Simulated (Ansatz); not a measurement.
1T (CdI2-type) TiTe2 was calculated with r²SCAN in Ansatz (PAW).

Rigid layers of the crystal as relaxed at this level are moved apart or together:

```json
[
 {"run": "1", "k mesh": "12×12×6", "layer repeat (Å)": "6.2", "energy against free layers (meV/Å²)": "1.88", "gap on the mesh (eV)": "0.000"},
 {"run": "2", "k mesh": "12×12×6", "layer repeat (Å)": "6.35", "energy against free layers (meV/Å²)": "-2.36", "gap on the mesh (eV)": "0.000"},
 {"run": "3", "k mesh": "12×12×6", "layer repeat (Å)": "6.5", "energy against free layers (meV/Å²)": "-4.79", "gap on the mesh (eV)": "0.000"},
 {"run": "4", "k mesh": "12×12×6", "layer repeat (Å)": "6.7", "energy against free layers (meV/Å²)": "-6.21", "gap on the mesh (eV)": "0.000"},
 {"run": "5", "k mesh": "12×12×6", "layer repeat (Å)": "7", "energy against free layers (meV/Å²)": "-6.48", "gap on the mesh (eV)": "0.000"},
 {"run": "6", "k mesh": "12×12×6", "layer repeat (Å)": "7.5", "energy against free layers (meV/Å²)": "-4.82", "gap on the mesh (eV)": "0.000"},
 {"run": "7", "k mesh": "12×12×4", "layer repeat (Å)": "8.5", "energy against free layers (meV/Å²)": "-1.46", "gap on the mesh (eV)": "0.000"},
 {"run": "8", "k mesh": "12×12×4", "layer repeat (Å)": "10.5", "energy against free layers (meV/Å²)": "-0.05", "gap on the mesh (eV)": "0.000"}
]
```

The lowest energy of these points lies at a layer repeat of 7.00 Å.

Spin–orbit coupling is not included.

Note: the cell comes from a level without a dispersion term, which matters for the spacing of layers, chains or molecules.

Ansatz is a quantum-chemistry and plane-wave program.
